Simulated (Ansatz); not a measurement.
Predict the output of the script below (Ansatz 0.2.0, Python API).

`run_torsion.py`:
```python
'''Rigid torsion scan of C2H4O.'''

import ansatz as az
from ase import Atoms

atoms = Atoms(['C', 'O', 'C', 'H', 'H', 'H', 'H'], positions=[
    (1.394, 0.4413, 0.0259),
    (0.3837, -0.2682, -0.636),
    (-0.7792, -0.1514, 0.1428),
    (2.3353, 0.3753, -0.5575),
    (-0.6364, -0.603, 1.1511),
    (-1.5985, -0.7059, -0.3594),
    (-1.099, 0.9119, 0.2332),
])

# relax first, so that the scan starts from a minimum
first = az.Crystal.molecule_from_ase(atoms).calculation()
first = first.basis(gaussian='def2-SVP')
first = first.functional('PBE')
first = first.spin('collinear', total=2).relax(force_tolerance=0.02, max_steps=80)
atoms.positions = first.run().report['positions_ang']

start = atoms.get_dihedral(4, 2, 1, 0)
energies = {}
for turn in range(0, 360, 40):
    turned = atoms.copy()
    turned.set_dihedral(4, 2, 1, 0, start + turn, indices=[0, 1, 3])
    calculation = (
        az.Crystal.molecule_from_ase(turned).calculation()
        .basis(gaussian='def2-SVP')
        .functional('PBE')
        .spin('collinear', total=2)
    )
    energies[round((start + turn) % 360)] = calculation.run().report['free_energy_ev']
floor = min(energies.values())
print('dihedral H4-C2-O1-C0 (deg)   E - E(min) (kJ/mol)')
for angle, e in sorted(energies.items()):
    print(f'{angle:8d} {96.485332 * (e - floor):14.3f}  ' + '#' * int(30 * (e - floor) / max(max(energies.values()) - floor, 1e-9)))
```

```console
$ python run_torsion.py
dihedral H4-C2-O1-C0 (deg)   E - E(min) (kJ/mol)
      19          4.303  #########################
      59          2.237  #############
      99          4.713  ############################
     139          4.990  ##############################
     179          2.235  #############
     219          3.989  #######################
     259          3.115  ##################
     299          0.000
     339          3.044  ##################
```

Reading the output:
- The scan is rigid and the energies are electronic, in a modest basis. With rigid groups the curve can differ much from the relaxed path, the start wasn't checked as a minimum of this torsion, and equivalent turns needn't return to the same energy.
- The run takes the species as open-shell (spin multiplicity 3), which needn't be its ground state.
- Timing: 50 s on 1 thread of Arm Neoverse V1, with other jobs on the host, peak memory 0.19 GiB.
